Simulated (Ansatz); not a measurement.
A made-up structure of CH₃SSi, doublet:

| atom | x (Å) | y (Å) | z (Å) |
| --- | --- | --- | --- |
| C1 | -0.7222 | -0.1029 | -0.6588 |
| Si2 | 0.5900 | 0.1570 | 0.5442 |
| S3 | 1.6428 | -1.2699 | 1.3705 |
| H4 | -1.2883 | 0.7144 | -1.0964 |
| H5 | -0.9942 | -1.0996 | -0.9902 |
| H6 | 2.4565 | -2.3144 | 1.6812 |

It is relaxed with PBE-D4/def2-SVP and then PBE0-D4/def2-TZVP (Ansatz 0.2.0). Atoms count as bonded within 1.22 times the sum of their covalent radii (H–H: 0.88 Å). The end point is not checked to be a true minimum.

Q: Does its bonding change? (A judgement: the text doesn't fix the answer.)

A: By the calculation: No: no bond forms or breaks.

Where it ends: The first stage lowers the energy by 1.82 eV in 13 steps. It ends as CH₃SSi ([CH2][Si][SH]):
C1  (-0.394, -0.282, -0.510)
Si2  (0.352, 0.427, 0.987)
S3  (1.668, -1.133, 1.651)
H4  (-0.765, 0.352, -1.313)
H5  (-0.752, -1.310, -0.566)
H6  (1.575, -1.971, 0.603)
(Å)

Labels in which every atom is bracketed show which atoms are joined, not bond orders.

For scale, one of the runs: PBE0-D4/def2-TZVP relaxation, 123 basis functions, launched by `ansatz run in.yaml --threads 2 --pin off --events-out ev --progress --plain --max-ram 4352MiB`. The run took about 22 s on 2 CPU threads of an Intel Xeon 6975P-C (shared host).
